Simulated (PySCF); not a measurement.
Which determinant of LiB⁺ lies lowest?

Unrestricted PBE0; PySCF, no relativity, basis sets Li cc-pVDZ, B cc-pVDZ. Outer shells of the fragments: Li+ closed shells only; B 2s2 2p1.

Followed along the bond (rough minima from three points):

```tsv
2Ms+1	unpaired	⟨S²⟩ at the start	R at minimum (Å)	Te (eV)
2	σ ↑	0.75	2.51	0.00
2	π ↑	0.76	2.57	0.70
4	σ ↑↑, π ↑	3.75	none in the scan	≤ 3.62
```

Solutions found at the starting distance of 2.200 Å, counted from the lowest of them; the search is not exhaustive and high or unbound solutions are not listed, so other states can lie among these:

| 2Ms+1 | unpaired | term | E (eV) | ⟨S²⟩ | ⟨Lz²⟩ | μ (D) |
| --- | --- | --- | --- | --- | --- | --- |
| 2 | σ ↑ | ²Σ⁺ | 0.00 | 0.75 | 0.00 | -4.42 |
| 2 | π ↑ | ²Π | 0.67 | 0.76 | 1.00 | -4.15 |
| 4 | σ ↑↑, π ↑ | ⁴Π | 3.70 | 3.75 | 1.00 | -5.03 |
| 4 | σ ↑, π ↑↑ | ⁴Σ⁻ | 4.34 | 3.75 | 0.00 | -4.37 |
| 4 | σ ↑↑↑ | ⁴Σ⁺ | 9.75 | 3.75 | 0.00 | 5.01 |

A term symbol is given only where ⟨S²⟩ and ⟨Lz²⟩ are close to those of a pure state; real π, δ and φ orbitals otherwise mix terms. A positive dipole points towards B; it is taken about the centre of mass and depends on that origin.

Counting both spins, an empty level lies below a filled one in some of these solutions, because spin and occupation are held.
